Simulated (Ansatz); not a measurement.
**C2H2OS: functionals against CCSD(T) at one geometry**

The task here is to estimate one member of a computed series from the others.

Method: single points in def2-TZVPP; program: Ansatz 0.2.0, Gaussian basis.

Correlated methods freeze the cores.

## Where the work starts

6 atoms, charge 0, spin multiplicity 1.

Atoms are counted from 1 here; the program's logs count them from 0.

Bond lengths: O1–C2 1.370 Å, O1–H5 0.908 Å, C2–C3 1.336 Å, C2–H6 1.046 Å, C3–S4 1.545 Å. Angles: C2–O1–H5 109.0°, O1–C2–C3 123.6°, O1–C2–H6 119.4°, C3–C2–H6 117.0°, C2–C3–S4 173.6°.

As a file:

```xyz
6
charge 0, multiplicity 1
O     0.31960    1.10420   -0.75920
C    -0.00790    0.18760    0.20450
C    -0.18020   -1.11410   -0.04250
S    -0.32870   -2.64700   -0.16620
H     0.39540    1.92290   -0.37460
H    -0.10700    0.49930    1.19850
```

Set-up of the first run:

run/in.yaml

```yaml
crystal:
  periodic: [false, false, false]
  atoms:
    - {symbol: O, position_ang: [0.319600, 1.104200, -0.759200]}
    - {symbol: C, position_ang: [-0.007900, 0.187600, 0.204500]}
    - {symbol: C, position_ang: [-0.180200, -1.114100, -0.042500]}
    - {symbol: S, position_ang: [-0.328700, -2.647000, -0.166200]}
    - {symbol: H, position_ang: [0.395400, 1.922900, -0.374600]}
    - {symbol: H, position_ang: [-0.107000, 0.499300, 1.198500]}
basis:
  gaussian: {orbitals: def2-TZVPP}
correlation: {method: ccsd_t}
output: {forces: true}
```

The command line of these runs was not kept.

Steps of the session up to this table: CCSD(T)/def2-TZVPP; PBE0-D4/def2-TZVPP; wB97M-V/def2-TZVPP; r2SCAN-D4/def2-TZVPP; PBE-D4/def2-TZVPP; LC-wPBE/def2-TZVPP; r2SCANh-D4/def2-TZVPP.

One table of the session follows, with a row left open; its other results are not shown here.

```
    method  RMS force component (eV/Å)  angle to CCSD(T) forces (°)  dipole (D)
   CCSD(T)                       1.289                    reference        2.39
   PBE0-D4                       1.331                         12.5        2.56
   wB97M-V                       1.338                         10.9        2.52
 r2SCAN-D4                       1.321                          8.3        2.57
    PBE-D4                       1.444                          5.3        2.46
   LC-wPBE                       1.383                         16.9        2.64
r2SCANh-D4                           ?                            ?           ?
```

**Question.** Estimate the row for r2SCANh-D4.

As computed: RMS force component (eV/Å): 1.295; angle to CCSD(T) forces (°): 11.2; dipole (D): 2.59. In the column «RMS force component (eV/Å)» it lies between CCSD(T) (1.289) and r2SCAN-D4 (1.321).
